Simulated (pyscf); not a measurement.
# Routes from `[CH4]` + `[NH2][ZnH]`

Candidate steps break at most two bonds and form at most two. Each was searched with GFN2-xTB (tblite) first. PySCF, gas phase, ωB97X-D3(BJ)/def2-SVP geometries. Energies: ωB97M-D3(BJ)/def2-TZVP, eV, from the separated reactants, singlet surface; ΔG‡ with ideal gas, 1 atm, RRHO with modes under 100 cm⁻¹ raised to 100, one conformer, R ln 2 for chiral ones without a mode under 150 cm⁻¹.

```csv
products,type,ΔE‡,ΔE,ΔG‡ 298 K,ΔG‡ 900 K,ν‡ (cm⁻¹)
H₃C–ZnH + NH₃,four-centre exchange,1.56,+0.40,1.87,2.66,1570i
H₃C–Zn–NH₂ + H₂,four-centre exchange,2.37,+0.47,2.67,3.44,1602i
```

Row 1: On the product side the descent ends in an adduct with a N–Zn contact, 0.49 eV under the separated species and 1.61 eV under the saddle at ωB97X-D3(BJ)/def2-TZVP. 

Plain bond fissions and candidates not yet searched are not listed, and one of them may be faster. Each barrier is that of the saddle found; lower ones may exist. Elements up to Kr have no core potential and no relativistic terms here.
